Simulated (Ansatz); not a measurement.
```yaml
crystal:
  periodic: [false, false, false]
  atoms:
    - {symbol: N, position_ang: [0.181146, 0.893629, -1.516241]}
    - {symbol: C, position_ang: [0.981695, 0.250981, -0.789632]}
    - {symbol: O, position_ang: [0.769957, -0.414205, 0.364291]}
    - {symbol: C, position_ang: [-0.531917, -0.417064, 0.870987]}
    - {symbol: F, position_ang: [-0.491998, -1.136458, 2.012366]}
    - {symbol: H, position_ang: [-0.776107, 0.910733, -1.174148]}
    - {symbol: H, position_ang: [2.032066, 0.167154, -1.060118]}
    - {symbol: H, position_ang: [-1.219006, -0.904234, 0.168966]}
    - {symbol: H, position_ang: [-0.857436, 0.603163, 1.106431]}
basis:
  gaussian: {orbitals: aug-pcseg-2}
hamiltonian: {xc: {name: B2GP-PLYP}}
accuracy: high
scf: {max_iter: 3}
output: {forces: true}
```

```sh
$ ansatz run in.yaml --threads 2 --pin off --events-out ev --progress --plain --max-ram 4352MiB
```

(1) How does Ansatz answer? (An estimate is asked.)

## Answers

(1) Ansatz gave: The program refused the input.
```
Error: invalid value for `basis.gaussian`: such a run doesn't read scf.max_iter; remove what it names
```
